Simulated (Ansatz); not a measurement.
The first iterations of a band of C₄H₁₀O₂ (16 atoms, charge 0, multiplicity 1).

Computed with RKS PBE0-D4/def2-SVP (Ansatz).

```json
{
 "movable images": "5",
 "climbing image": "yes",
 "spring": "50.0 eV/Å²",
 "optimiser": "quadratic models (default)",
 "start path": "through a guess of the saddle point",
 "force threshold": "0.05 eV/Å",
 "iteration limit": "56",
 "end points": "relaxed"
}
```

Initial state:

```xyz
16
Properties=species:S:1:pos:R:3
C -1.249 -1.370 1.285
O -0.364 -1.467 0.204
C 0.319 -0.303 -0.080
C 1.316 -0.606 -1.175
O -0.607 0.678 -0.472
C -0.198 1.995 -0.275
H -1.695 -2.362 1.437
H -0.722 -1.074 2.214
H -2.051 -0.638 1.092
H 0.842 0.065 0.838
H 2.018 -1.385 -0.847
H 0.773 -0.964 -2.061
H 1.890 0.292 -1.446
H 0.062 2.195 0.784
H -1.033 2.651 -0.557
H 0.677 2.271 -0.896
```

Final state:

```xyz
16
Properties=species:S:1:pos:R:3
C -1.323 -1.362 1.215
O -0.436 -1.455 0.135
C 0.306 -0.316 -0.094
C 1.291 -0.617 -1.200
O -0.569 0.728 -0.443
C -0.097 2.012 -0.179
H -1.820 -2.335 1.318
H -0.787 -1.136 2.159
H -2.084 -0.581 1.052
H 0.843 -0.016 0.840
H 1.902 0.266 -1.433
H 1.958 -1.439 -0.905
H 0.733 -0.914 -2.099
H 0.181 2.142 0.886
H -0.904 2.720 -0.416
H 0.784 2.282 -0.794
```

| iteration | highest image above the first end (eV) | largest band force component (eV/Å) |
| --- | --- | --- |
| 1 | 69.311 | 218.153 |
| 2 | 26.360 | 71.777 |
| 3 | 14.297 | 36.311 |
| 4 | 7.207 | 16.614 |

**Question.** Does the band converge within its limit, and where does its top end?

**Answer.** It converged. It ended after 14 iterations with the highest image 0.134 eV above the first end. The profile has 2 maxima (images 2, 5) with wells between them (image 3): this band takes more than one step, which may be the mechanism or a detour left from its start path. Another band between the same ends (5 images) ends at a top of the same energy, where a vibrational analysis finds 1 clearly imaginary mode.

Run time: 5.2 min on 2 threads of Arm Neoverse V2, on a shared host, peak memory 0.36 GiB.
